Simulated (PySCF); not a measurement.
Species: NO+, NO (charge +1).
SMILES: `N#[O+]`

Level: CAM-B3LYP/def2-SVPD in PySCF, non-relativistic, on one gas-phase PBE0-D3(BJ)/def2-SVP geometry that isn't relaxed in the solvent. The solvent is an IEF-PCM continuum (Bondi radii, 1.10 Å for H, scaled by 1.2), and excitations are vertical TDDFT with non-equilibrium linear response and a frozen core. Only the electrostatic response of the medium enters.

```tsv
run	E − E(gas) (kJ/mol)	HOMO (eV)	HOMO–LUMO gap (eV)	lowest singlet (eV)	static polarisability (au)
gas	0.00	-27.01	15.17	9.93	6.9
P	-304.80	-20.84	15.22	9.94	7.7
Q	-296.97	-20.99	15.21	9.94	7.7
```

Problem. The runs were made in dichloromethane and tetrahydrofuran. Which run belongs to which solvent?

Solution. P = dichloromethane, Q = tetrahydrofuran. The dielectric constants are 7.426 (tetrahydrofuran), 8.93 (dichloromethane), and the energy falls further as ε rises. The optical constants n² used for the excitations are 1.97, 2.03 in the same order. In this model the ground state sees the solvent through ε alone.

Problem. How constant is the ratio of the lowering to 1 − 1/ε?

Solution. 
```tsv
solvent	1 − 1/ε	E − E(gas) (kJ/mol)	ratio (kJ/mol)	polarisation term (kJ/mol)
tetrahydrofuran	0.865	-296.97	-343.2	-297.21
dichloromethane	0.888	-304.80	-343.2	-305.06
```

The ratio changes by 0.0 % in size from tetrahydrofuran to dichloromethane. The polarisation term is half the interaction of the solute with the induced surface charges.
